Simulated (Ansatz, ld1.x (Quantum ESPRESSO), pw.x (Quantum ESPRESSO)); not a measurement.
# titanium: one change to the TM potential, in the atom and in the fcc crystal

titanium (Ti), norm-conserving Troullier–Martins (Kleinman–Bylander form), made with ld1.x (Quantum ESPRESSO) 7.5 (LDA (PW92), scalar-relativistic). Core [Ar], reference 3d2 4s2 4p0. Waves: 4s (bound): rc 2.15 bohr; 4p (bound, empty): rc 2.80 bohr; 3d (bound): rc 1.65 bohr. Local part: all-electron potential smoothed inside 2.10 bohr (lloc = -1). Core correction: none.

Change: core correction a·sin(br)/r model core inside 0.70 bohr.

Cutoffs, loose and tight: the cutoffs (Ry, on a coarse ladder) from which the occupation-weighted sum of valence levels, in a spherical-Bessel basis at the reference potential, stays within 10 and 1 mRy of its value at 400 Ry. They do not see the model core or the augmentation charge, which bear on the density cutoff. Test errors are all-electron minus pseudo excitation energies from the reference, over the configurations 3d2 4s1 4p0; 3d2 4s0 4p0; 3d1 4s0 4p0; 3d2 4s1 4p1; 3d3 4s0 4p0; 3d2.5 4s1.5 4p0; 3d3 4s1 4p0 (two spin-polarised tests are not counted in the largest error); variants that change the core or the reference have their own tests.

Crystal test: fcc Ti in pw.x 7.5, no spin, 14³ k-points, Fermi–Dirac smearing 0.01 Ry, cutoffs set for each file from its atomic test. The reference is all-electron LAPW (Ansatz 0.2.0) with the same functional, mesh and smearing; V0 and B0 come from Birch–Murnaghan fits to the pressures at five volumes. Errors are pseudo minus all-electron; Δ is the rms difference of the E(V) curves that follow from these fits, minima aligned, over ±6 % about the mean V0. Mesh and smearing are coarse, so the numbers serve the comparison and aren't converged zero-temperature values; the lattice is a test structure that the element need not adopt.

All-electron: a0 = 4.008 Å (V0 = 16.10 Å³/atom), B0 = 120.2 GPa.

Task: Does the change bring the crystal closer to the all-electron result?

Result: The mean pressure error goes from -10.51 to -4.21 GPa, so the change moves the solid closer to the all-electron pressures.

```tsv
quantity	base	changed
outcome (atom)	generated	generated
cutoff, loose (atom)	70 Ry	70 Ry
cutoff, tight (atom)	80 Ry	80 Ry
bound ghosts (atom)	s	s
largest test error (meV) (atom)	+245 over the solved tests; 4 of 9 tests not solved or not reliable	-536 over the solved tests; 5 of 9 tests not solved or not reliable
cutoffs in pw.x (Ry)	100/400	100/400
a0 (Å)	–	3.961
a0 error (%)	–	-1.17
B0 error (%)	–	+5.5
Δ (meV/atom)	–	14.9
mean pressure error (GPa)	-10.51	-4.21
```

A dash: not determined, or the minimum lies outside the volumes sampled.

Base: The largest radius (2.80 bohr) exceeds half the bond length (2.68 bohr), so the spheres overlap, which is one possible source of error among others. This is a poor potential for the solid. Note: ghost state, extra bound levels that the all-electron valence spectrum of the same l lacks: s at -3.9 eV. A true bound ghost makes a file unfit for plane-wave use. Atomic configuration tests: 4 of 9 tests not solved or not reliable. The logarithmic derivative shows an extra or strongly shifted pseudo pole above the reference energy (s near -0.29 Ry). Changed file: The largest radius (2.80 bohr) exceeds half the bond length (2.68 bohr), so the spheres overlap, which is one possible source of error among others. This is a poor potential for the solid. Note: ghost state, extra bound levels that the all-electron valence spectrum of the same l lacks: s at -3.9 eV. A true bound ghost makes a file unfit for plane-wave use. Atomic configuration tests: 5 of 9 tests not solved or not reliable. The logarithmic derivative shows an extra or strongly shifted pseudo pole above the reference energy (s near -0.29 Ry). The atomic cutoffs weigh occupied waves only.
